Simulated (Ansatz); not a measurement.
# [SiH3]+ (SMILES [SiH3+]): a chain of runs

Wanted: a series of 50 runs (HF/STO-3G, UHF/STO-3G, HF/3-21G, UHF/3-21G, HF/6-31G*, UHF/6-31G*, B3LYP/6-31G*, UB3LYP/6-31G*, and more) of H3Si. 

Program for the calculation: Ansatz 0.2.0.

## Step 1: The molecule

[SiH3]+ has 4 atoms, charge +1, and is taken as a singlet. As SMILES, `[SiH3+]`. The coordinates come from a PBE0-D4/def2-TZVP relaxation. The run starts from this shape.

Bond lengths: Si1–H2 1.472 Å, Si1–H3 1.472 Å, Si1–H4 1.472 Å. Angles: H2–Si1–H3 120.0°, H2–Si1–H4 120.0°, H3–Si1–H4 120.0°.

## Step 2: A structure relaxation at HF/STO-3G (start density atoms) (run 1)

Contents of in.yaml:

```yaml
crystal:
  periodic: [false, false, false]
  atoms:
    - {symbol: Si, position_ang: [-0.000000, -0.000000, 0.000000]}
    - {symbol: H, position_ang: [0.686900, 0.675400, 1.113000]}
    - {symbol: H, position_ang: [-0.118400, -1.467200, -0.009900]}
    - {symbol: H, position_ang: [-0.568500, 0.791700, -1.103100]}
basis:
  gaussian:
    orbitals: STO-3G
total_charge: 1
hamiltonian:
  xc: hf
relax:
  f_tol: 0.002
output: {orbitals: {seedname: orbitals}}
```

Command:

```bash
$ ansatz run in.yaml --threads 1 --pin off --max-ram 3480MiB --events-out events.jsonl --progress --plain --runs-dir runs
```

The log of the run:

```text
Warning: RAYON_NUM_THREADS=1 ignored (pool sized by the plan → 1); use --threads N
The last accepted step is kept in runs//last_step.txt (removed where the run ends without a failure and the disk answers)
Functional definition: HF
  name "HF"
  exchange = exact_x
  correlation = 0
140 factors; integrals over basis functions are off by at most 1.0e-5 eV
mean field evaluation 1: about -7811.7366 eV, gradient 7.2e0 eV
mean field evaluation 2: about -7811.7311 eV, gradient 7.1e0 eV
mean field evaluation 4: about -7811.9816 eV, gradient 2.5e-1 eV
mean field evaluation 8: about -7811.9818 eV, gradient 5.9e-6 eV
mean field -7811.98176766 eV, -287.0850348099 hartree, gradient 5.9e-6 eV, S^2 0.000000; 0 other end points of the search recorded, 0 dependent functions left out
the calculation of the forces begins
reference -7811.98176766 eV, -287.0850348099 hartree; 8, 8 occupied and 4, 4 virtual orbitals, 140 factors
relax step   1: F+E_penalty+E_count = -7811.98176766 eV  Δ(F+E_penalty+E_count) = +0.000e0 eV  max|allowed force component| = 9.795e-1 eV/Å  Δτ_max = 0.0000 Å  (20 SCF iters, accepted)
these checks for a lower state are left out or cut short: starts, cluster_reference, orbital_swaps, neighbouring_geometries, increment
140 factors; integrals over basis functions are off by at most 1.1e-5 eV
mean field -7812.03609114 eV, -287.0870311611 hartree, gradient 7.5e-6 eV, S^2 0.000000; 0 other end points of the search recorded, 0 dependent functions left out
the calculation of the forces begins
reference -7812.03609114 eV, -287.0870311611 hartree; 8, 8 occupied and 4, 4 virtual orbitals, 140 factors
relax step   2: F+E_penalty+E_count = -7812.03609114 eV  Δ(F+E_penalty+E_count) = -5.432e-2 eV  max|allowed force component| = 5.397e-2 eV/Å  Δτ_max = 0.0380 Å  (14 SCF iters, accepted)
these checks for a lower state are left out or cut short: starts, cluster_reference, orbital_swaps, neighbouring_geometries, increment
140 factors; integrals over basis functions are off by at most 1.1e-5 eV
mean field evaluation 16: about -7812.0425 eV, gradient 2.0e-5 eV
mean field -7812.03624118 eV, -287.0870366750 hartree, gradient 6.8e-6 eV, S^2 0.000000; 0 other end points of the search recorded, 0 dependent functions left out
the calculation of the forces begins
reference -7812.03624118 eV, -287.0870366750 hartree; 8, 8 occupied and 4, 4 virtual orbitals, 140 factors
relax step   3: F+E_penalty+E_count = -7812.03624118 eV  Δ(F+E_penalty+E_count) = -1.500e-4 eV  max|allowed force component| = 3.239e-4 eV/Å  Δτ_max = 0.0018 Å  (14 SCF iters, accepted)
140 factors; integrals over basis functions are off by at most 1.1e-5 eV
mean field -7812.03624118 eV, -287.0870366750 hartree, gradient 6.8e-6 eV, S^2 0.000000; 1 other end points of the search recorded, 0 dependent functions left out
the calculation of the forces begins
reference -7812.03624118 eV, -287.0870366750 hartree; 8, 8 occupied and 4, 4 virtual orbitals, 140 factors
Total energy: -7812.03624118 eV, -287.0870366750 hartree
Atom 0 at     0.000005    -0.000025    -0.000003 Å, force    -0.000056     0.000000     0.000032 eV/Å
Atom 1 at     0.670031     0.658857     1.085665 Å, force     0.000171     0.000149     0.000236 eV/Å
Atom 2 at    -0.115503    -1.431214    -0.009665 Å, force    -0.000007    -0.000324    -0.000013 eV/Å
Atom 3 at    -0.554532     0.772282    -1.075997 Å, force    -0.000108     0.000175    -0.000256 eV/Å
Dipole moment:     0.000004    -0.000000    -0.000002 e Å
```

Run time: 0.28 s. Hardware: 1 thread of Arm Neoverse V1, shared host.

The path in brief:

| step | energy from the first frame kept (eV) | largest force (eV/Å) |
| --- | --- | --- |
| 1 | 0.0000 | 0.9829 |
| 2 | -0.0543 | 0.0541 |
| 3 | -0.0545 | 0.0003 |

After the run. Bond lengths: Si1–H2 1.436 Å, Si1–H3 1.436 Å, Si1–H4 1.436 Å. Angles: H2–Si1–H3 120.0°, H2–Si1–H4 120.0°, H3–Si1–H4 120.0°.

## Step 3: The harmonic vibrations at HF/STO-3G (start density atoms) (run 2)

Contents of in.yaml:

```yaml
basis:
  gaussian:
    orbitals: STO-3G
crystal:
  periodic: [false, false, false]
  atoms:
    - {symbol: Si, position_ang: [0.000005, -0.000025, -0.000003]}
    - {symbol: H, position_ang: [0.670031, 0.658857, 1.085665]}
    - {symbol: H, position_ang: [-0.115503, -1.431214, -0.009665]}
    - {symbol: H, position_ang: [-0.554532, 0.772282, -1.075997]}
total_charge: 1
hamiltonian:
  xc: hf
phonons:
  temperatures: {t_min: 298.15, t_max: 298.15, t_step: 1}
```

Command:

```bash
$ ansatz run in.yaml --threads 1 --pin off --max-ram 3480MiB --events-out events.jsonl --progress --plain --runs-dir runs
```

The log of the run:

```text
Warning: RAYON_NUM_THREADS=1 ignored (pool sized by the plan → 1); use --threads N
[... 4 set-up lines as earlier in the session ...]
143 factors; integrals over basis functions are off by at most 1.0e-5 eV
mean field evaluation 1: about -7811.8134 eV, gradient 6.9e0 eV
mean field evaluation 2: about -7811.8087 eV, gradient 6.9e0 eV
mean field evaluation 4: about -7812.0361 eV, gradient 2.2e-1 eV
mean field evaluation 8: about -7812.0363 eV, gradient 5.1e-6 eV
mean field -7812.03625512 eV, -287.0870371872 hartree, gradient 5.1e-6 eV, S^2 0.000000; 0 other end points of the search recorded, 0 dependent functions left out
the calculation of the forces begins
reference -7812.03625512 eV, -287.0870371872 hartree; 8, 8 occupied and 4, 4 virtual orbitals, 143 factors
these checks for a lower state are left out or cut short: stability, starts, cluster_reference, orbital_swaps, neighbouring_geometries, increment
143 factors; integrals over basis functions are off by at most 1.0e-5 eV
mean field -7812.03611820 eV, -287.0870321558 hartree, gradient 6.8e-6 eV, S^2 0.000000; 0 other end points of the search recorded, 0 dependent functions left out
the calculation of the forces begins
reference -7812.03611820 eV, -287.0870321558 hartree; 8, 8 occupied and 4, 4 virtual orbitals, 143 factors
these checks for a lower state are left out or cut short: stability, starts, cluster_reference, orbital_swaps, neighbouring_geometries, increment
143 factors; integrals over basis functions are off by at most 1.0e-5 eV
mean field evaluation 16: about -7812.0424 eV, gradient 5.4e-2 eV
mean field -7812.03611899 eV, -287.0870321845 hartree, gradient 6.8e-6 eV, S^2 0.000000; 0 other end points of the search recorded, 0 dependent functions left out
the calculation of the forces begins
reference -7812.03611899 eV, -287.0870321845 hartree; 8, 8 occupied and 4, 4 virtual orbitals, 143 factors
these checks for a lower state are left out or cut short: stability, starts, cluster_reference, orbital_swaps, neighbouring_geometries, increment
143 factors; integrals over basis functions are off by at most 1.0e-5 eV
mean field -7812.03615093 eV, -287.0870333583 hartree, gradient 6.8e-6 eV, S^2 0.000000; 0 other end points of the search recorded, 0 dependent functions left out
the calculation of the forces begins
reference -7812.03615093 eV, -287.0870333583 hartree; 8, 8 occupied and 4, 4 virtual orbitals, 143 factors
these checks for a lower state are left out or cut short: stability, starts, cluster_reference, orbital_swaps, neighbouring_geometries, increment
143 factors; integrals over basis functions are off by at most 1.0e-5 eV
mean field -7812.03615140 eV, -287.0870333756 hartree, gradient 6.8e-6 eV, S^2 0.000000; 0 other end points of the search recorded, 0 dependent functions left out
the calculation of the forces begins
reference -7812.03615140 eV, -287.0870333756 hartree; 8, 8 occupied and 4, 4 virtual orbitals, 143 factors
these checks for a lower state are left out or cut short: stability, starts, cluster_reference, orbital_swaps, neighbouring_geometries, increment
143 factors; integrals over basis functions are off by at most 1.0e-5 eV
mean field evaluation 32: about -7812.0425 eV, gradient 3.5e-2 eV
mean field -7812.03623291 eV, -287.0870363713 hartree, gradient 6.8e-6 eV, S^2 0.000000; 0 other end points of the search recorded, 0 dependent functions left out
the calculation of the forces begins
reference -7812.03623291 eV, -287.0870363713 hartree; 8, 8 occupied and 4, 4 virtual orbitals, 143 factors
these checks for a lower state are left out or cut short: stability, starts, cluster_reference, orbital_swaps, neighbouring_geometries, increment
143 factors; integrals over basis functions are off by at most 1.0e-5 eV
mean field -7812.03623215 eV, -287.0870363431 hartree, gradient 6.8e-6 eV, S^2 0.000000; 0 other end points of the search recorded, 0 dependent functions left out
the calculation of the forces begins
reference -7812.03623215 eV, -287.0870363431 hartree; 8, 8 occupied and 4, 4 virtual orbitals, 143 factors
these checks for a lower state are left out or cut short: stability, starts, cluster_reference, orbital_swaps, neighbouring_geometries, increment
143 factors; integrals over basis functions are off by at most 1.0e-5 eV
mean field -7812.03622959 eV, -287.0870362490 hartree, gradient 6.8e-6 eV, S^2 0.000000; 0 other end points of the search recorded, 0 dependent functions left out
the calculation of the forces begins
reference -7812.03622959 eV, -287.0870362490 hartree; 8, 8 occupied and 4, 4 virtual orbitals, 143 factors
these checks for a lower state are left out or cut short: stability, starts, cluster_reference, orbital_swaps, neighbouring_geometries, increment
143 factors; integrals over basis functions are off by at most 1.0e-5 eV
mean field -7812.03622892 eV, -287.0870362245 hartree, gradient 6.8e-6 eV, S^2 0.000000; 0 other end points of the search recorded, 0 dependent functions left out
the calculation of the forces begins
reference -7812.03622892 eV, -287.0870362245 hartree; 8, 8 occupied and 4, 4 virtual orbitals, 143 factors
these checks for a lower state are left out or cut short: stability, starts, cluster_reference, orbital_swaps, neighbouring_geometries, increment
143 factors; integrals over basis functions are off by at most 1.0e-5 eV
mean field -7812.03620106 eV, -287.0870352007 hartree, gradient 6.8e-6 eV, S^2 0.000000; 0 other end points of the search recorded, 0 dependent functions left out
the calculation of the forces begins
reference -7812.03620106 eV, -287.0870352007 hartree; 8, 8 occupied and 4, 4 virtual orbitals, 143 factors
these checks for a lower state are left out or cut short: stability, starts, cluster_reference, orbital_swaps, neighbouring_geometries, increment
143 factors; integrals over basis functions are off by at most 1.0e-5 eV
mean field -7812.03619980 eV, -287.0870351544 hartree, gradient 6.8e-6 eV, S^2 0.000000; 0 other end points of the search recorded, 0 dependent functions left out
the calculation of the forces begins
reference -7812.03619980 eV, -287.0870351544 hartree; 8, 8 occupied and 4, 4 virtual orbitals, 143 factors
these checks for a lower state are left out or cut short: stability, starts, cluster_reference, orbital_swaps, neighbouring_geometries, increment
143 factors; integrals over basis functions are off by at most 1.0e-5 eV
mean field evaluation 64: about -7812.0362 eV, gradient 2.4e-2 eV
mean field -7812.03617914 eV, -287.0870343952 hartree, gradient 6.8e-6 eV, S^2 0.000000; 0 other end points of the search recorded, 0 dependent functions left out
the calculation of the forces begins
reference -7812.03617914 eV, -287.0870343952 hartree; 8, 8 occupied and 4, 4 virtual orbitals, 143 factors
these checks for a lower state are left out or cut short: stability, starts, cluster_reference, orbital_swaps, neighbouring_geometries, increment
143 factors; integrals over basis functions are off by at most 1.0e-5 eV
mean field -7812.03617717 eV, -287.0870343227 hartree, gradient 6.8e-6 eV, S^2 0.000000; 0 other end points of the search recorded, 0 dependent functions left out
the calculation of the forces begins
reference -7812.03617717 eV, -287.0870343227 hartree; 8, 8 occupied and 4, 4 virtual orbitals, 143 factors
these checks for a lower state are left out or cut short: stability, starts, cluster_reference, orbital_swaps, neighbouring_geometries, increment
143 factors; integrals over basis functions are off by at most 1.0e-5 eV
mean field -7812.03624185 eV, -287.0870366998 hartree, gradient 6.8e-6 eV, S^2 0.000000; 0 other end points of the search recorded, 0 dependent functions left out
the calculation of the forces begins
reference -7812.03624185 eV, -287.0870366998 hartree; 8, 8 occupied and 4, 4 virtual orbitals, 143 factors
these checks for a lower state are left out or cut short: stability, starts, cluster_reference, orbital_swaps, neighbouring_geometries, increment
143 factors; integrals over basis functions are off by at most 1.0e-5 eV
mean field -7812.03624221 eV, -287.0870367127 hartree, gradient 6.8e-6 eV, S^2 0.000000; 0 other end points of the search recorded, 0 dependent functions left out
the calculation of the forces begins
reference -7812.03624221 eV, -287.0870367127 hartree; 8, 8 occupied and 4, 4 virtual orbitals, 143 factors
Total energy: -7812.03625512 eV, -287.0870371872 hartree
Atom 0 at     0.000005    -0.000025    -0.000003 Å, force    -0.000043    -0.000018     0.000065 eV/Å
Atom 1 at     0.670031     0.658857     1.085665 Å, force     0.000158     0.000135     0.000213 eV/Å
Atom 2 at    -0.115503    -1.431214    -0.009665 Å, force    -0.000005    -0.000297    -0.000014 eV/Å
Atom 3 at    -0.554532     0.772282    -1.075997 Å, force    -0.000110     0.000179    -0.000263 eV/Å
Dipole moment:     0.000004    -0.000000    -0.000002 e Å
Vibrations: 952.70 1065.71 1065.72 2804.03 2892.68 2892.69 cm⁻¹, zero-point energy 0.723667 eV
```

Run time: 0.66 s. Hardware: 1 thread of Arm Neoverse V1, shared host.

Runs 3 to 33 aren't shown in full; the table further down has their settings and results.

## Step 4: Doublet [SiH3]2+: a geometry optimisation at U-r2SCAN/def2-TZVP (start density atoms) (run 34)

Contents of job.yaml:

```yaml
basis:
  gaussian: {orbitals: def2-TZVP}
crystal:
  periodic: [false, false, false]
  atoms:
    - {symbol: Si, position_ang: [-0.000003, -0.000026, -0.000002]}
    - {symbol: H, position_ang: [0.686018, 0.674575, 1.111565]}
    - {symbol: H, position_ang: [-0.118255, -1.465362, -0.009893]}
    - {symbol: H, position_ang: [-0.567760, 0.790713, -1.101670]}
total_charge: 2
relax: {}
hamiltonian: {xc: r2scan}
magnetization: {spin_polarized: true, initial_magnetization: 1}
```

Command:

```bash
$ ansatz run job.yaml --threads 1 --pin off --max-ram 3480MiB --events-out events.jsonl --progress --plain --runs-dir runs
```

The log of the run:

```text
Warning: RAYON_NUM_THREADS=1 ignored (pool sized by the plan → 1); use --threads N
[... 1 set-up line as earlier in the session ...]
Functional definition: r2SCAN
  name "r2SCAN"
  parameter k0 = 0.174
  parameter k1 = 0.065
  parameter a1 = 4.9479
  exchange = r2scan_x(k0 = k0, k1 = k1, a1 = a1)
  correlation = r2scan_c
384 factors; their error is unknown
mean field evaluation 1: about -7894.6186 eV, gradient 9.4e0 eV
mean field evaluation 2: about -7893.8325 eV, gradient 1.2e1 eV
mean field evaluation 4: about -7895.1420 eV, gradient 2.5e0 eV
mean field evaluation 8: about -7895.2100 eV, gradient 1.6e-2 eV
mean field evaluation 16: about -7895.2016 eV, gradient 1.4e-4 eV
mean field evaluation 32: about -7895.1475 eV, gradient 8.4e-6 eV
mean field -7895.20159402 eV, -290.1433070205 hartree, gradient 7.9e-7 eV, S^2 0.762128; 5 other end points of the search recorded, 0 dependent functions left out
the calculation of the forces begins
reference -7895.20160581 eV, -290.1433074535 hartree; 8, 7 occupied and 47, 48 virtual orbitals, 384 factors
relax step   1: F+E_penalty+E_count = -7895.20159402 eV  Δ(F+E_penalty+E_count) = +0.000e0 eV  max|allowed force component| = 3.108e0 eV/Å  Δτ_max = 0.0000 Å  (134 SCF iters, accepted)
these checks for a lower state are left out or cut short: starts, cluster_reference, orbital_swaps, neighbouring_geometries, increment
384 factors; their error is unknown
mean field -7896.00816447 eV, -290.1729479376 hartree, gradient 1.8e-5 eV, S^2 0.759386; 1 other end points of the search recorded, 0 dependent functions left out
the calculation of the forces begins
reference -7896.00817679 eV, -290.1729483906 hartree; 8, 7 occupied and 47, 48 virtual orbitals, 384 factors
relax step   2: F+E_penalty+E_count = -7896.00816447 eV  Δ(F+E_penalty+E_count) = -8.066e-1 eV  max|allowed force component| = 1.921e0 eV/Å  Δτ_max = 0.1952 Å  (43 SCF iters, accepted)
these checks for a lower state are left out or cut short: starts, cluster_reference, orbital_swaps, neighbouring_geometries, increment
384 factors; their error is unknown
mean field evaluation 64: about -7896.2809 eV, gradient 1.7e-1 eV
mean field -7896.27221180 eV, -290.1826514980 hartree, gradient 1.8e-5 eV, S^2 0.755708; 0 other end points of the search recorded, 0 dependent functions left out
the calculation of the forces begins
reference -7896.27222465 eV, -290.1826519704 hartree; 8, 7 occupied and 47, 48 virtual orbitals, 384 factors
relax step   3: F+E_penalty+E_count = -7896.27221180 eV  Δ(F+E_penalty+E_count) = -2.640e-1 eV  max|allowed force component| = 5.419e-1 eV/Å  Δτ_max = 0.1921 Å  (32 SCF iters, accepted)
these checks for a lower state are left out or cut short: starts, cluster_reference, orbital_swaps, neighbouring_geometries, increment
384 factors; their error is unknown
mean field -7896.34055586 eV, -290.1851630959 hartree, gradient 1.0e-5 eV, S^2 0.753891; 0 other end points of the search recorded, 0 dependent functions left out
the calculation of the forces begins
reference -7896.34056893 eV, -290.1851635764 hartree; 8, 7 occupied and 47, 48 virtual orbitals, 384 factors
relax step   4: F+E_penalty+E_count = -7896.34055586 eV  Δ(F+E_penalty+E_count) = -6.834e-2 eV  max|allowed force component| = 2.858e-1 eV/Å  Δτ_max = 0.1171 Å  (33 SCF iters, accepted)
these checks for a lower state are left out or cut short: starts, cluster_reference, orbital_swaps, neighbouring_geometries, increment
384 factors; their error is unknown
mean field -7896.34997524 eV, -290.1855092518 hartree, gradient 2.3e-5 eV, S^2 0.753207; 0 other end points of the search recorded, 0 dependent functions left out
the calculation of the forces begins
reference -7896.34998840 eV, -290.1855097355 hartree; 8, 7 occupied and 47, 48 virtual orbitals, 384 factors
relax step   5: F+E_penalty+E_count = -7896.34997524 eV  Δ(F+E_penalty+E_count) = -9.419e-3 eV  max|allowed force component| = 8.717e-3 eV/Å  Δτ_max = 0.0415 Å  (30 SCF iters, accepted)
384 factors; their error is unknown
mean field evaluation 96: about -7896.3500 eV, gradient 1.3e-2 eV
mean field -7896.34997524 eV, -290.1855092518 hartree, gradient 2.3e-5 eV, S^2 0.753207; 1 other end points of the search recorded, 0 dependent functions left out
the calculation of the forces begins
reference -7896.34998840 eV, -290.1855097355 hartree; 8, 7 occupied and 47, 48 virtual orbitals, 384 factors
Total energy: -7896.34998840 eV, -290.1855097355 hartree
Atom 0 at    -0.163974    -0.161271    -0.265691 Å, force     0.000180     0.000177     0.000292 eV/Å
Atom 1 at     0.760500     0.747818     1.232250 Å, force    -0.004320    -0.004248    -0.007000 eV/Å
Atom 2 at    -0.036692    -1.606155     0.152035 Å, force     0.003401    -0.004646     0.006588 eV/Å
Atom 3 at    -0.559834     1.019507    -1.118594 Å, force     0.000739     0.008717     0.000121 eV/Å
Dipole moment:     0.177893     0.174932     0.288243 e Å
```

It took 17 s on 1 thread of Arm Neoverse V1, shared host; peak memory 0.12 GiB.

The path in brief:

| step | energy from the first frame kept (eV) | largest force (eV/Å) |
| --- | --- | --- |
| 1 | 0.0000 | 4.1104 |
| 2 | -0.8066 | 2.5410 |
| 3 | -1.0706 | 0.6091 |
| 4 | -1.1390 | 0.3055 |
| 5 | -1.1484 | 0.0093 |

After the run. Bond lengths: Si1–H3 1.509 Å, Si1–H4 1.509 Å. Angles: H3–Si1–H4 158.0°. A long bond or contact: Si1–H2 1.981 Å.

Runs 35 to 49 aren't shown in full; the table further down has their settings and results.

(Part 1 of 2 ends here.)
